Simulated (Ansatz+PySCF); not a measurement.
Results of a calculation; reference values are marked as such.
A run of Ansatz (development build ahead of 0.2.0) on singlet C3H4 at this shape:

```xyz
7

C     0.0000    0.0000   -0.8550
C     0.0000    0.6483    0.4979
C     0.0000   -0.6483    0.4979
H     0.9187    0.0000   -1.4638
H    -0.9187    0.0000   -1.4638
H     0.0000    1.5897    1.0414
H     0.0000   -1.5897    1.0414
```

Its results:

```yaml
Converged: yes
Total_energy: -116.37742 hartree
Spin_squared_of_the_determinant: 0.000
Stability_test: minimum among restricted orbitals
```

Forces (eV/Å):
```
atom      Fx      Fy      Fz
  C1   0.000   0.000  -0.243
  C2   0.000   0.651   0.143
  C3   0.000  -0.651   0.143
  H4   0.232   0.000  -0.165
  H5  -0.232   0.000  -0.165
  H6   0.000   0.249   0.143
  H7   0.000  -0.249   0.143
```

Q: Which input gives this output? Name the method, the orbitals and the basis set, and write the input.

A: PBE (restricted) in def2-SVP. An unrestricted run that stays on the closed shell gives the same numbers.

```yaml
crystal:
  periodic: [false, false, false]
  atoms:
    - { symbol: C, position_ang: [0.0, 0.0, -0.85504] }
    - { symbol: C, position_ang: [0.0, 0.64835, 0.49792] }
    - { symbol: C, position_ang: [0.0, -0.64835, 0.49792] }
    - { symbol: H, position_ang: [0.9187, 0.0, -1.46383] }
    - { symbol: H, position_ang: [-0.9187, 0.0, -1.46383] }
    - { symbol: H, position_ang: [0.0, 1.58969, 1.04139] }
    - { symbol: H, position_ang: [0.0, -1.58969, 1.04139] }
basis:
  gaussian: { orbitals: def2-SVP }
hamiltonian:
  xc: pbe
output:
  forces: true
```
